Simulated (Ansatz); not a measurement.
Two isomers of C3H4O: A = `OC1=CC1`, B = `C=C1CO1`.

Gas-phase electronic energies from Ansatz, PBE0-D4/def2-TZVP geometries. CBS: MP2 limit from def2 TZ/QZ plus the TZ coupled-cluster correction, frozen cores. DFT in def2-TZVPP. B3LYP here is the variant with VWN-RPA as its local correlation; programs differ in this. Each species was taken in one conformer, which may not be the lowest.

A:

Z-matrix (Å, degrees):
```
C
C 1 1.475
C 1 1.528 2 50.7
H 1 1.094 2 120.0 3 105.2
H 1 1.094 2 120.0 3 -105.3
O 2 1.327 1 144.6 3 -180.0
H 3 1.074 1 144.3 2 -180.0
H 6 0.962 2 108.6 1 -0.0
```

B:

Z-matrix (Å, degrees):
```
C
C 1 1.429
O 1 1.464 2 55.4
H 1 1.086 2 120.2 3 100.1
H 1 1.086 2 120.2 3 -100.2
C 2 1.314 1 156.7 3 -180.0
H 6 1.082 2 120.9 1 180.0
H 6 1.080 2 119.8 1 -0.0
```

Question: Which is lower in electronic energy at CCSD(T)/CBS, and by how much? (Estimate.)

Answer: Ansatz gave: B, by 50.5 kJ/mol.

Question: Give E(B) − E(A) in kJ/mol with B2PLYP, B3LYP, PBE-D4, B3LYP-D4, CCSD/def2-TZVPP, HF/def2-TZVPP, CCSD(T)/def2-SVP. (An estimate is asked.)

Answer: The calculation gave: B2PLYP -54.7, B3LYP -56.9, PBE-D4 -54.2, B3LYP-D4 -56.7, CCSD/def2-TZVPP -52.3, HF/def2-TZVPP -55.0, CCSD(T)/def2-SVP -47.3. None reverses the order clearly.

Question: Does the order hold for the free energy at 298.15 K (harmonic terms from PBE0-D4)? (Estimate.)

Answer: Computed: Yes: G(B) − G(A) = -49.3 kJ/mol, for one conformer each.

Largest T1 diagnostic: 0.013.

From PBE to PBE0 (25 % exact exchange), in def2-TZVPP and without D4, E(B) − E(A) moves by +4.9 kJ/mol. At CCSD(T), def2-SVP lies +3.2 kJ/mol from the extrapolated value and def2-TZVPP −2.7 kJ/mol.
